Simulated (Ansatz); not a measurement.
Geometry optimisation, RKS PBE-D4/6-31G* in Ansatz 0.2.0.

Input file:

```yaml
crystal:
  periodic: [false, false, false]
  atoms:
    - { symbol: B, position_ang: [0.0, 0.0, 0.0] }
    - { symbol: Cl, position_ang: [0.0, 0.0, 2.21] }
    - { symbol: H, position_ang: [1.0305, 0.0, -0.595] }
    - { symbol: H, position_ang: [-1.0305, 0.0, -0.595] }
    - { symbol: S, position_ang: [0.0915, -2.0763, 0.6906] }
    - { symbol: H, position_ang: [-0.666, -2.8867, -0.1635] }
    - { symbol: H, position_ang: [0.0567, -1.2859, 1.8263] }
basis:
  gaussian: { orbitals: "6-31G*" }
hamiltonian:
  xc: pbe
  dispersion: d4
relax:
  f_tol: 0.15
  max_steps: 25
  restrain:
    - { distance: [0, 4], at: 3.09, k: 30.0 }
    - { distance: [6, 1], at: 2.57, k: 30.0 }
    - { distance: [0, 1], at: 1.86, k: 30.0 }
    - { distance: [6, 4], at: 1.4, k: 30.0 }
```

Launched with:

```bash
$ ansatz run input.yaml --threads 1 --pin off --max-ram 2048MiB --backend cpu --events-out ev --progress --plain --runs-dir out
```

Where does it end, and by what steps?

The run converged. The restraints hold the end off the free minimum; the threshold counts their pulls, which the force column leaves out. Restrained pairs: B1–S5 (2.19 → 3.08 Å), Cl2–H7 (1.34 → 2.58 Å), B1–Cl2 (2.21 → 1.83 Å), S5–H7 (1.38 → 1.39 Å). After 7 steps the energy has fallen by 3.027 eV (the restraints' own energy left out); Cl2 moved furthest, 0.73 Å.

```csv
step,energy less start (eV),largest force component (eV/Å),accepted
0,0.0000,5.888,yes
1,-0.7090,2.814,yes
2,-1.1397,3.686,yes
3,-1.8799,2.562,yes
4,-2.7547,1.319,yes
5,-2.9094,1.148,yes
6,-2.9922,0.958,yes
7,-3.0274,0.929,yes
```

```xyz
7
Properties=species:S:1:pos:R:3
B 0.042 0.304 0.059
Cl -0.070 0.632 1.856
H 1.128 0.396 -0.440
H -0.998 0.119 -0.512
S 0.362 -2.719 0.569
H -0.911 -3.046 0.213
H -0.070 -1.935 1.627
```

The run took 12 s on 1 thread of Intel(R) Xeon(R) 6975P-C (Granite Rapids) (shared host), peak memory 0.14 GiB.
